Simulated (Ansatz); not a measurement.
The same path of FH3Si + H4Si (10 atoms, charge 0, multiplicity 1) was run twice with different band settings. Lost on the way: Si1–H2, Si6–H10. Made: Si1–Si6, H2–H10.

The calculation used RHF/def2-SVP in Ansatz.

Relaxed end points:

```xyz
10
Properties=species:S:1:pos:R:3
Si 0.902 0.202 -0.344
H 1.397 -0.223 0.977
H 1.712 -0.389 -1.422
H 0.882 1.672 -0.448
F -0.615 -0.330 -0.506
Si -3.242 -0.210 1.509
H -3.354 -1.442 0.699
H -4.387 -0.142 2.451
H -3.269 0.984 0.635
H -1.985 -0.229 2.292
```

```xyz
10
Properties=species:S:1:pos:R:3
Si -0.688 -0.067 -0.687
H 1.066 0.206 3.159
H 0.423 -0.739 0.019
H -0.297 1.325 -0.998
F -0.920 -0.840 -2.091
Si -2.701 -0.152 0.550
H -3.800 0.486 -0.216
H -3.062 -1.560 0.848
H -2.512 0.582 1.827
H 0.534 0.652 3.434
```

Common settings: movable images 5; climbing image yes; spring 5.0 eV/Å²; optimiser quadratic models (default); start path through a guess of the saddle point; iteration limit 60; end points relaxed.

| run | force threshold |
| --- | --- |
| 1 | 0.05 eV/Å |
| 2 | 0.2 eV/Å |

Task: What does each run give, and how far can it be trusted?

Result: Run 1: converged after 45 iterations, highest image 3.801 eV above the first end. The profile has 2 maxima (images 2, 5) with wells between them (image 4): this band takes more than one step, which may be the mechanism or a detour left from its start path. Neighbouring images differ by up to 3.8 eV, so the band resolves the path poorly. A vibrational analysis at the climbing image gives one clearly imaginary mode, 1701i cm⁻¹: a first-order saddle point.
Run 2: converged after 43 iterations, highest image 3.805 eV above the first end. The threshold of 0.2 eV/Å is loose, so the images may lie well off the minimum-energy path. Neighbouring images differ by up to 3.8 eV, so the band resolves the path poorly. The order of the stationary point at the top wasn't checked.
The orbitals stay closed-shell, which can raise the energy where a bond breaks towards radicals; this wasn't checked here.
